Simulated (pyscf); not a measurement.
Addition across a multiple bond or ene-type step: HB=NH + silane (SiH₄) → H₂N–BH–SiH₃

Gas phase, singlet surface, charge 0. Bonds broken: Si5–H6. Bonds formed: B1–Si5, N2–H6. Optimised with ωB97X-D3(BJ)/def2-SVP in PySCF. Correlated levels are frozen-core, on RHF or UHF. ΔMP2 is the change of the MP2 total energy from the triple- to the quadruple-zeta basis.

Transition state (Å):

```xyz
9

B      0.9177    -0.7676     0.5352
N      0.7420    -1.1093    -0.7908
H      1.9233    -0.9016     1.1934
H     -0.2062    -0.9641    -1.1493
Si    -0.6853    -0.0265     1.7150
H     -0.1457    -1.4670     0.5133
H     -0.7586    -0.7366     3.0212
H     -2.0192    -0.0569     1.0441
H     -0.2776     1.3913     1.9339
```

One imaginary mode, 1245i cm⁻¹; descent along it reached the two sides named.

| bond | change | reactant side (Å) | saddle | product side |
|---|---|---|---|---|
| Si5–H6 | breaks | 1.489 | 1.952 | 3.9 |
| B1–Si5 | forms | 3.7 | 2.124 | 2.023 |
| N2–H6 | forms | 3.3 | 1.618 | 1.014 |

Electronic energies relative to the separated reactants (kJ/mol):

```tsv
level	barrier	reaction energy	reverse barrier
ωB97X-D3(BJ)/def2-TZVP	196.2	-139.1	335.3
PBE/def2-TZVP	157.9	-131.9	289.8
r²SCAN/def2-TZVP	172.3	-132.9	305.2
B3LYP-D3(BJ)/def2-TZVP	198.8	-120.7	319.5
PBE0-D3(BJ)/def2-TZVP	171.1	-146.7	317.7
M06-2X/def2-TZVP	206.7	-124.8	331.5
ωB97M-D3(BJ)/def2-TZVP	205.2	-120.8	326.0
HF/def2-TZVP	293.6	-108.9	402.5
MP2/def2-QZVPP	205.5	-115.6	321.1
CCSD/def2-TZVPP	217.1	-121.9	338.9
CCSD(T)/def2-TZVPP	202.0	-120.8	322.7
CCSD(T)/def2-TZVPP + ΔMP2(QZVPP)	201.2	-121.3	322.4
```

With CCSD(T)/def2-TZVPP + ΔMP2(QZVPP) energies and thermal terms (ideal gas, 1 atm, RRHO with modes under 100 cm⁻¹ raised to 100, one conformer, R ln 2 for chiral ones without a mode under 150 cm⁻¹), in kJ/mol:

```tsv
T (K)	ΔH‡	ΔG‡	ΔH	ΔG
298	201.8	237.1	-104.7	-70.0
600	201.3	273.2	-104.4	-34.7
900	202.0	309.0	-102.5	-0.2
1200	203.3	344.4	-100.0	+33.5
```

At the saddle there is also a short B–H contact that neither side keeps. The same reactants have a lower exit, to H₂B–NH–SiH₃ (barrier +69.6 kJ/mol at ωB97M-D3(BJ), against +205.2 kJ/mol here). H₂N–BH–SiH₃ lies 55.2 kJ/mol over its isomer H₂B–NH–SiH₃ (electronic energy, ωB97M-D3(BJ)). This is the saddle that the search found; another between the same sides may lie lower. The CCSD(T) − MP2 part came from Ansatz, without density fitting, on the same reference.
